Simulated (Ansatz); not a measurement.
Geometry optimisation, UKS PBE0/def2-SVP (Ansatz 0.2.0).

The input (input.yaml):

```yaml
crystal:
  periodic: [false, false, false]
  atoms:
    - { symbol: H, position_ang: [0.911649, 0.655435, 0.498776] }
    - { symbol: C, position_ang: [-0.218826, -0.058027, -1.461283] }
    - { symbol: O, position_ang: [-0.28493, -1.20118, -1.718166] }
    - { symbol: "N", position_ang: [0.549393, 0.252256, 1.362505] }
    - { symbol: H, position_ang: [-1.119088, 0.620837, -1.340115] }
    - { symbol: H, position_ang: [-0.439544, 0.488675, 1.410666] }
    - { symbol: H, position_ang: [0.601447, -0.757996, 1.247516] }
magnetization:
  spin_polarized: true
  initial_magnetization: 1
basis:
  gaussian: { orbitals: def2-SVP }
hamiltonian:
  xc: pbe0
relax:
  f_tol: 0.03
  max_steps: 50
output:
  orbitals: {}
```

Run as:

```bash
$ ansatz run input.yaml --threads 2 --pin off --max-ram 3072MiB --backend cpu --events-out ev --progress --plain --runs-dir out
```

Q: Where does it end, and by what steps?

A: The run converged. After 6 steps the energy has fallen by 0.008 eV; H1 moved furthest, 0.21 Å.

```csv
step,energy less start (eV),largest force component (eV/Å),accepted
0,0.0000,0.087,yes
1,-0.0021,0.395,yes
2,-0.0009,0.636,no
3,-0.0070,0.050,yes
4,-0.0073,0.160,yes
5,-0.0057,0.375,no
6,-0.0081,0.016,yes
```

```xyz
7
Properties=species:S:1:pos:R:3
H 1.029 0.727 0.656
C -0.253 -0.076 -1.496
O -0.303 -1.227 -1.720
N 0.541 0.232 1.401
H -1.158 0.593 -1.352
H -0.438 0.507 1.349
H 0.582 -0.757 1.162
```

Whether the end is a true minimum wasn't checked by a vibrational analysis.

The run took 12 s on 2 threads of Arm Neoverse V1 (shared host), peak memory 0.14 GiB.
